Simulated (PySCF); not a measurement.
**Fractional electron number in Cl (chlorine, neutral)**

The 3p beta orbital of [Ne] 3s2 3p5 is emptied in steps (occupation f), with all orbitals relaxed, ending at [Ne] 3s2 3p4. All numbers are calculated (PySCF 2.14, the non-relativistic Hamiltonian (point nucleus), in aug-pcseg-2). The exact energy is a straight line in f; departures are measured from the line between the end points of the same method.

**Question.** Among UHF, LDA, PBE, PBE0, r2SCAN, LC-wPBE, BHandHLYP, wB97X, CAM-B3LYP, B3LYP, which shows the largest delocalisation error (convex curve), and which is closest to linear?

**Answer.** Most convex: LDA (-1.265 eV at f = 0.5); closest to linear: LC-wPBE (-0.118 eV).

| f | UHF (eV) | LDA (eV) | PBE (eV) | PBE0 (eV) | r2SCAN (eV) | LC-wPBE (eV) | BHandHLYP (eV) | wB97X (eV) | CAM-B3LYP (eV) | B3LYP (eV) |
| --- | --- | --- | --- | --- | --- | --- | --- | --- | --- | --- |
| 1 | 0.000 | 0.000 | 0.000 | 0.000 | 0.000 | 0.000 | 0.000 | 0.000 | 0.000 | 0.000 |
| 0.9 | 0.116 | -0.450 | -0.437 | -0.302 | -0.409 | -0.044 | -0.174 | -0.079 | -0.180 | -0.336 |
| 0.7 | 0.261 | -1.058 | -1.021 | -0.706 | -0.949 | -0.101 | -0.410 | -0.186 | -0.424 | -0.787 |
| 0.5 | 0.300 | -1.265 | -1.217 | -0.840 | -1.119 | -0.118 | -0.493 | -0.224 | -0.509 | -0.941 |
| 0.3 | 0.243 | -1.067 | -1.020 | -0.703 | -0.924 | -0.095 | -0.419 | -0.191 | -0.431 | -0.793 |
| 0.1 | 0.101 | -0.458 | -0.436 | -0.299 | -0.385 | -0.039 | -0.182 | -0.085 | -0.186 | -0.341 |
| 0 | 0.000 | 0.000 | 0.000 | 0.000 | 0.000 | 0.000 | 0.000 | 0.000 | 0.000 | 0.000 |

```json
{"method": "UHF", "E(f=0) − E(f=1) (eV)": "11.782", "−ε at f=1 (eV)": "13.096", "−ε at f=0.5 (eV)": "11.730"}
{"method": "LDA", "E(f=0) − E(f=1) (eV)": "13.212", "−ε at f=1 (eV)": "8.224", "−ε at f=0.5 (eV)": "13.184"}
{"method": "PBE", "E(f=0) − E(f=1) (eV)": "12.988", "−ε at f=1 (eV)": "8.146", "−ε at f=0.5 (eV)": "12.991"}
{"method": "PBE0", "E(f=0) − E(f=1) (eV)": "12.971", "−ε at f=1 (eV)": "9.617", "−ε at f=0.5 (eV)": "12.980"}
{"method": "r2SCAN", "E(f=0) − E(f=1) (eV)": "13.028", "−ε at f=1 (eV)": "8.482", "−ε at f=0.5 (eV)": "13.100"}
{"method": "LC-wPBE", "E(f=0) − E(f=1) (eV)": "13.074", "−ε at f=1 (eV)": "12.588", "−ε at f=0.5 (eV)": "13.090"}
{"method": "BHandHLYP", "E(f=0) − E(f=1) (eV)": "12.890", "−ε at f=1 (eV)": "10.972", "−ε at f=0.5 (eV)": "12.863"}
{"method": "wB97X", "E(f=0) − E(f=1) (eV)": "13.012", "−ε at f=1 (eV)": "12.143", "−ε at f=0.5 (eV)": "12.998"}
{"method": "CAM-B3LYP", "E(f=0) − E(f=1) (eV)": "13.083", "−ε at f=1 (eV)": "11.090", "−ε at f=0.5 (eV)": "13.063"}
{"method": "B3LYP", "E(f=0) − E(f=1) (eV)": "13.081", "−ε at f=1 (eV)": "9.360", "−ε at f=0.5 (eV)": "13.064"}
```

Reference removal energy between the ground levels: 12.968 eV (measured; NIST Atomic Spectra Database, ionization energies). The calculation has no spin-orbit coupling. UHF lacks correlation.
